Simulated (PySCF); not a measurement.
Compound: C₅H₁₁S (charge -1).
Geometry (PBE0-D3(BJ)/def2-SVP, Å), atoms numbered from 1 in this order:
```
atom  x, y, z in Å
C1    -1.509    1.294   -0.201
C2    -0.474    0.290    0.290
C3    -1.005   -1.138    0.146
C4     0.887    0.527   -0.406
C5     1.923   -0.518    0.007
S6     1.536    2.200   -0.096
H7    -2.433    1.268    0.404
H8    -1.788    1.081   -1.251
H9    -1.043    2.292   -0.162
H10   -0.290    0.498    1.361
H11   -2.012   -1.239    0.589
H12   -1.088   -1.417   -0.920
H13   -0.354   -1.880    0.633
H14    0.700    0.387   -1.496
H15    2.085   -0.464    1.097
H16    1.653   -1.559   -0.265
H17    2.883   -0.269   -0.469
```

Method used: PBE0-D3(BJ)/def2-SVP geometry optimisation, gas phase (PySCF).

Take the most abundant isotopes and a rigid rotor. The values belong to one conformer with, in the numbering `[CH3:1][CH:2]([CH3:3])[C@H:4]([CH3:5])[S-:6]`, C1–C2–C4–C5 -177°.

Question: Give the principal moments of inertia and the rotational constants in GHz.

Answer: Ia = 133.23, Ib = 237.15, Ic = 346.64 u·Å²; 505379 MHz·u·Å²/I gives 3793, 2131 and 1458 MHz, that is A = 3.7932, B = 2.1311, C = 1.4579 GHz.

Question: What kind of rotor is it?

Answer: An asymmetric top; Ray's κ = -0.424.

Question: Is it planar, by Δ = Ic − Ia − Ib?

Answer: Not planar: Δ = Ic − Ia − Ib = -23.74 u·Å². For a rigid frame Δ = −2 Σ m c², so Σ m c² = 11.87 u·Å² lies off the ab plane: 8.81 from hydrogen and 3.06 from heavier atoms. The atom farthest from that plane is 1.46 Å away.

Question: Give the other two planar moments, Paa and Pbb, and the rms extents of the mass along the axes.

Answer: Paa = Σ m a² = (Ib + Ic − Ia)/2 = 225.28 and Pbb = Σ m b² = (Ia + Ic − Ib)/2 = 121.36 u·Å². With the mass M = 103.06 u, the rms extents √(P/M) along a, b and c are 1.48, 1.09, 0.34 Å.

Question: List the rotational levels J(Ka,Kc) to J = 3 (MHz).

Answer: Above 0(0,0):
J = 1: 1(0,1) 3589, 1(1,1) 5251, 1(1,0) 5924
J = 2: 2(0,2) 10600, 2(1,2) 11756, 2(1,1) 13775, 2(2,1) 18762, 2(2,0) 18928
J = 3: 3(0,3) 20759, 3(1,3) 21419, 3(1,2) 25431, 3(2,2) 29529, 3(2,1) 30304, 3(3,1) 39616, 3(3,0) 39643

Question: Which lines would a microwave search look for?

Answer: The dipole components (about the centre of mass, as the species is charged) are |μa| = 5.38 D, |μb| = 1.37 D, |μc| = 0.26 D. The squared components, which scale the intensities, stand as 1.00 : 0.06 : 0.00 (a : b : c). Some lines, for components of 0.1 D or more:

```
type  branch         J(Ka,Kc)    MHz  lower level (cm⁻¹)
   a       Q  1(1,0) ← 1(1,1)    673               0.175
   a       Q  3(2,1) ← 3(2,2)    775               0.985
   a       Q  4(2,2) ← 4(2,3)   2046               1.459
   c       Q  3(2,2) ← 3(1,2)   4097               0.848
   b       Q  3(2,1) ← 3(1,2)   4872               0.848
   c       Q  2(2,1) ← 2(1,1)   4986               0.459
   b       R  1(1,1) ← 0(0,0)   5251               0.000
   b       R  4(2,2) ← 3(3,1)   6183               1.321
   a       R  2(0,2) ← 1(0,1)   7011               0.120
   c       Q  4(3,2) ← 4(2,2)   8441               1.528
   a       R  3(1,3) ← 2(1,2)   9663               0.392
   a       R  3(0,3) ← 2(0,2)  10158               0.354
   b       R  3(1,3) ← 2(0,2)  10819               0.354
   a       R  3(2,1) ← 2(2,0)  11375               0.631
   b       R  4(1,4) ← 3(0,3)  13402               0.692
   b       Q  4(4,1) ← 4(3,2)  13761               1.809
   a       R  4(3,2) ← 3(3,1)  14624               1.321
   c       R  3(1,2) ← 2(0,2)  14831               0.354
   b       R  3(2,2) ← 2(1,1)  15753               0.459
   c       R  3(2,2) ← 2(1,2)  17773               0.392
   c       R  4(2,2) ← 3(1,2)  20367               0.848
   c       R  3(3,1) ← 2(2,1)  20854               0.626
   b       R  4(3,2) ← 3(2,1)  23936               1.011
   c       R  4(3,2) ← 3(2,2)  24711               0.985
   b       R  4(4,0) ← 3(3,1)  28388               1.321
```

PBE0-D3(BJ)/def2-SVP frequencies: not computed here. The geometry's basis has no diffuse functions, a weakness for an anion. No vibrational averaging or centrifugal distortion is included, and the geometry carries the error of its method. A rigid rotor knows nothing of internal rotation, which can split or shift real lines.
